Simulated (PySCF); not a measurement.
Compound: C4H6NO (doublet state).
Numbering: `[CH2:1]=[C:2]([CH3:3])[NH:4][C:5]=[O:6]` (hydrogens: H7, H8 on C1; H9, H10, H11 on C3; H12 on N4)

Geometry (GFN2-xTB, Å), atoms numbered from 1 in this order:
```xyz
12
C4H6NO angstrom
C     -1.229   -0.810   -0.879
C     -0.315   -0.137   -0.191
C     -0.532    1.212    0.414
N      0.960   -0.677    0.016
C      1.921   -0.064    0.691
O      3.050   -0.383    0.955
H     -1.029   -1.782   -1.298
H     -2.210   -0.408   -1.046
H      0.186    1.922    0.007
H     -0.379    1.166    1.491
H     -1.538    1.564    0.209
H      1.117   -1.603   -0.396
```

The hyperfine couplings belong to this conformer and change with its torsions.

Computed, not measured: UKS B3LYP, pcH-1 on C H N O, non-relativistic, mean-field spin-orbit, GIAO (PySCF 2.14.0). The structure is a single GFN2-xTB conformer in the gas phase; no vibrational or solvent corrections. Couplings are sensitive to structure, and on GFN2-xTB geometries they can be far from those on DFT ones. Stability of the SCF solution: not tested.

Question: Match the computed a_iso(13C) values +443.3, +8.7, +6.3, +1.2 MHz with the sites C1; C2; C3; C5.

Answer: 
```csv
site,a_iso (MHz),ρ(0) (bohr⁻³),position,distance from C5 (Å),spin population,largest |T| (MHz)
C1,+1.2,+0.0011,3 bonds from C5,3.60,-0.01,2.2
C2,+6.3,+0.0056,2 bonds from C5,2.41,-0.01,1.6
C3,+8.7,+0.0077,3 bonds from C5,2.78,+0.01,2.1
C5,+443.3,+0.3944,largest spin population,0.00,+0.65,93.9
```

ρ(0) is the spin density at the nucleus and T the dipolar tensor; entries for several nuclei are means. The largest Mulliken spin populations are on C5 (+0.65), O6 (+0.29) and H12 (+0.07).

Means are taken over nuclei equivalent by connectivity, which assumes that they swap fast.
